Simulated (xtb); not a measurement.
xtb input (GFN2-xTB):

```bash
xtb mol.xyz --gfn 2 --ohess tight --chrg -1 --uhf 0
```
mol.xyz:
```
7

C     -0.03032825     0.52536767    -0.03770588
O      0.16188027     1.75668832    -0.03961925
O     -1.23150305    -0.09057482    -0.03998609
H     -1.88015725     0.66387126    -0.02429822
C      1.06680658    -0.56195555    -0.03363202
H      0.97927245    -1.19416704     0.91818448
H      0.96022331    -1.14882424    -0.84791908
```

Output:

```
           -------------------------------------------------
          |                Calculation Setup                |
           -------------------------------------------------

           -------------------------------------------------
          |                 G F N 2 - x T B                 |
           -------------------------------------------------

        Reference                      10.1021/acs.jctc.8b01176
      * Hamiltonian:
        H0-scaling (s, p, d)           1.850000    2.230000    2.230000
        zeta-weighting                 0.500000
      * Dispersion:
        s8                             2.700000
        a1                             0.520000
        a2                             5.000000
        s9                             5.000000
      * Repulsion:
        kExp                           1.500000    1.000000
        rExp                           1.000000
      * Coulomb:
        alpha                          2.000000
        third order                    shell-resolved
        anisotropic                    true
        a3                             3.000000
        a5                             4.000000
        cn-shift                       1.200000
        cn-exp                         4.000000
        max-rad                        5.000000

          ...................................................
          :                      SETUP                      :
          :.................................................:
          :  # basis functions                  19          :
          :  # atomic orbitals                  19          :
          :  # shells                           11          :
          :  # electrons                        24          :
          :  max. iterations                   250          :
          :  Hamiltonian                  GFN2-xTB          :
          :  restarted?                      false          :
          :  GBSA solvation                  false          :
          :  PC potential                    false          :
          :  electronic temp.          300.0000000     K    :
          :  accuracy                    1.0000000          :
          :  -> integral cutoff          0.2500000E+02      :
          :  -> integral neglect         0.1000000E-07      :
          :  -> SCF convergence          0.1000000E-05 Eh   :
          :  -> wf. convergence          0.1000000E-03 e    :
          :  Broyden damping             0.4000000          :
          :  net charge                         -1          :
          :  unpaired electrons                  0          :
          ...................................................

 iter      E             dE          RMSdq      gap      omega  full diag
   1    -14.0443115 -0.140443E+02  0.600E+00    3.97       0.0  T
   2    -14.1264653 -0.821538E-01  0.345E+00    0.57       1.0  T
   3    -14.1355689 -0.910359E-02  0.224E+00    0.75       1.0  T
   4    -14.1365139 -0.944923E-03  0.607E-01    0.21       1.0  T
   5    -14.1379046 -0.139074E-02  0.296E-01    0.62       1.0  T
   6    -14.1382682 -0.363594E-03  0.928E-02    0.41       1.0  T
[...]
           -------------------------------------------------

      molecular mass/u    :       59.0441039
   center of mass at/Å    :       -0.1815265       0.3354984      -0.0881492
  moments of inertia/u·Å² :        0.4398000E+02   0.4817354E+02   0.9215353E+02
rotational constants/cm⁻¹ :        0.3833022E+00   0.3499355E+00   0.1829299E+00

 * 4 selected distances

     #   Z          #   Z                                           value/Å
     3   8 O        4   1 H                                       0.9651379 (min)
     1   6 C        5   6 C                                       1.3499436 (max)
     5   6 C        6   1 H                                       1.0774390
     5   6 C        7   1 H                                       1.0774655

 * 3 distinct bonds (by element types)

   Z      Z             #   av. dist./Å        max./Å        min./Å
   1 H    6 C           2     1.0774522     1.0774655     1.0774390
   6 C    6 C           1     1.3499436     1.3499436     1.3499436
   1 H    8 O           1     0.9651379     0.9651379     0.9651379

           -------------------------------------------------
          |               Frequency Printout                |
           -------------------------------------------------
 projected vibrational frequencies (cm⁻¹)
eigval :       -0.00    -0.00     0.00     0.00     0.00     0.00
eigval :      393.23   408.59   510.08   527.10   626.09   665.65
eigval :      799.30  1005.37  1127.19  1237.44  1431.65  1772.72
eigval :     3064.84  3082.56  3529.24
 reduced masses (amu)
   1: 14.08   2: 13.75   3: 12.70   4: 14.45   5: 14.16   6: 10.42   7:  3.41   8:  9.81
Molecule has the following symmetry elements: (sigma)
It seems to be the Cs point group
   9:  4.06  10: 12.95  11:  1.81  12: 10.27  13: 12.50  14:  6.55  15:  4.06  16: 10.24
  17:  4.44  18: 12.02  19:  1.51  20:  2.07  21:  1.87
 IR intensities (km·mol⁻¹)
   1:  2.08   2: 16.06   3:  5.95   4: 10.76   5: 12.49   6:  7.74   7: 38.86   8:  0.44
   9:158.01  10: 15.59  11:  0.05  12: 59.69  13:195.64  14:  8.24  15: 76.08  16:245.57
  17: 88.22  18:601.00  19: 72.84  20:210.28  21:  5.90
 Raman intensities (Ä⁴*amu⁻¹)
   1:  0.00   2:  0.00   3:  0.00   4:  0.00   5:  0.00   6:  0.00   7:  0.00   8:  0.00
   9:  0.00  10:  0.00  11:  0.00  12:  0.00  13:  0.00  14:  0.00  15:  0.00  16:  0.00
  17:  0.00  18:  0.00  19:  0.00  20:  0.00  21:  0.00
 output can be read by thermo (or use thermo option).
 writing <g98.out> molden fake output.
 recommended (thermochemical) frequency scaling factor: 1.0
           -------------------------------------------------
          |             Thermodynamic Functions             |
           -------------------------------------------------

cs  symmetry found (for desy threshold:  0.10E+00) used in thermo

          ...................................................
          :                      SETUP                      :
          :.................................................:
          :  # frequencies                          15      :
          :  # imaginary freq.                       0      :
          :  linear?                             false      :
          :  only rotor calc.                    false      :
          :  symmetry                               cs      :
          :  rotational number                       1      :
          :  scaling factor                  1.0000000      :
          :  rotor cutoff                   50.0000000 cm⁻¹ :
          :  imag. cutoff                  -20.0000000 cm⁻¹ :
          :.................................................:

    mode    ω/cm⁻¹     T·S(HO)/kcal·mol⁻¹    T·S(FR)/kcal·mol⁻¹   T·S(vib)
   ------------------------------------------------------------------------
   ------------------------------------------------------------------------

   temp. (K)  partition function   enthalpy   heat capacity  entropy
                                   cal/mol     cal/K/mol   cal/K/mol   J/K/mol
 298.15  VIB   1.84                  923.508      8.813      4.314
         ROT  0.338E+05              888.752      2.981     23.702
         INT  0.622E+05             1812.260     11.794     28.015
         TR   0.439E+27             1481.254      4.968     38.130
         TOT                        3293.5143    16.7621    66.1455   276.7526

       T/K    H(0)-H(T)+PV         H(T)/Eh          T*S/Eh         G(T)/Eh
   ------------------------------------------------------------------------
    298.15    0.524855E-02    0.512244E-01    0.314278E-01    0.197966E-01
   ------------------------------------------------------------------------

         :::::::::::::::::::::::::::::::::::::::::::::::::::::
         ::                  THERMODYNAMIC                  ::
         :::::::::::::::::::::::::::::::::::::::::::::::::::::
         :: total free energy         -14.098715684169 Eh   ::
         ::.................................................::
         :: total energy              -14.118512250252 Eh   ::
         :: zero point energy           0.045975856704 Eh   ::
         :: G(RRHO) w/o ZPVE           -0.026179290620 Eh   ::
         :: G(RRHO) contrib.            0.019796566083 Eh   ::
         :::::::::::::::::::::::::::::::::::::::::::::::::::::

optimized geometry written to: xtbopt.xyz

           -------------------------------------------------
          | TOTAL ENERGY              -14.118512250252 Eh   |
          | TOTAL ENTHALPY            -14.067287844442 Eh   |
          | TOTAL FREE ENERGY         -14.098715684169 Eh   |
          | GRADIENT NORM               0.000084050524 Eh/α |
          | HOMO-LUMO GAP               5.114120894429 eV   |
           -------------------------------------------------

------------------------------------------------------------------------
Note: The following floating-point exceptions are signalling: IEEE_UNDERFLOW_FLAG IEEE_DENORMAL
normal termination of xtb
------------------------------------------------------------------------
 total:
 SCF:
 ANC optimizer:
 analytical hessian:
```

It need not be the lowest isomer of its formula. Whether it binds its extra electron was not tested at this geometry.
